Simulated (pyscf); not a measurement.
## Substitution at Si: F–SiH₃ (SMILES F[SiH3]) + H• (SMILES [H]) → F–SiH₃ (SMILES F[SiH3]) + H• (SMILES [H])

Gas phase, doublet surface, charge 0. Bonds broken: Si1–H4. Bonds formed: Si1–H6. Structures and frequencies: ωB97X-D3(BJ)/def2-SVP in PySCF. Correlated levels are frozen-core, on RHF or UHF. ΔMP2 is the change of the MP2 total energy from the triple- to the quadruple-zeta basis.

Transition state (Å):

```xyz
6

Si    -0.8513    -0.2673     0.1176
F     -0.5994     0.0276     1.6981
H     -1.4329    -1.6525    -0.0302
H     -2.3248     0.2867    -0.1725
H      0.4844    -0.5071    -0.5444
H     -0.8420     1.1710    -0.5823
```

One imaginary mode, 469i cm⁻¹; descent along it reached the two sides named.

| bond | change | reactant side (Å) | saddle | product side |
|---|---|---|---|---|
| Si1–H4 | breaks | 1.487 | 1.601 | 3.9 |
| Si1–H6 | forms | 3.7 | 1.599 | 1.487 |

Electronic energies relative to the separated reactants (eV):

```csv
level,barrier,reaction energy,reverse barrier
ωB97X-D3(BJ)/def2-TZVP,0.53,0.00,0.53
PBE/def2-TZVP,0.24,0.00,0.24
r²SCAN/def2-TZVP,0.20,0.00,0.20
B3LYP-D3(BJ)/def2-TZVP,0.35,0.00,0.35
PBE0-D3(BJ)/def2-TZVP,0.37,0.00,0.37
M06-2X/def2-TZVP,0.59,0.00,0.59
ωB97M-D3(BJ)/def2-TZVP,0.54,0.00,0.54
HF/def2-TZVP,1.28,0.00,1.28
MP2/def2-QZVPP,0.82,0.00,0.82
CCSD/def2-TZVPP,0.70,0.00,0.70
CCSD(T)/def2-TZVPP,0.65,0.00,0.65
CCSD(T)/def2-TZVPP + ΔMP2(QZVPP),0.63,0.00,0.63
```

With CCSD(T)/def2-TZVPP + ΔMP2(QZVPP) energies and thermal terms (ideal gas, 1 atm, RRHO with modes under 100 cm⁻¹ raised to 100, one conformer, R ln 2 for rigid chiral ones), in eV:

```json
[
 {"T (K)": "298", "ΔH‡": "0.60", "ΔG‡": "0.87", "ΔH": "0.00", "ΔG": "0.00"},
 {"T (K)": "600", "ΔH‡": "0.58", "ΔG‡": "1.16", "ΔH": "0.00", "ΔG": "0.00"},
 {"T (K)": "900", "ΔH‡": "0.56", "ΔG‡": "1.45", "ΔH": "0.00", "ΔG": "0.00"},
 {"T (K)": "1200", "ΔH‡": "0.55", "ΔG‡": "1.75", "ΔH": "0.00", "ΔG": "0.00"}
]
```

The same reactants have a lower exit, to F–SiH₂• + H₂ (barrier +0.25 eV at ωB97M-D3(BJ), against +0.54 eV here). One saddle was located; it need not be the lowest between these sides. The angle at the attacked Si is 67° (front-side attack). The CCSD(T) − MP2 part came from Ansatz, without density fitting, on the same reference.
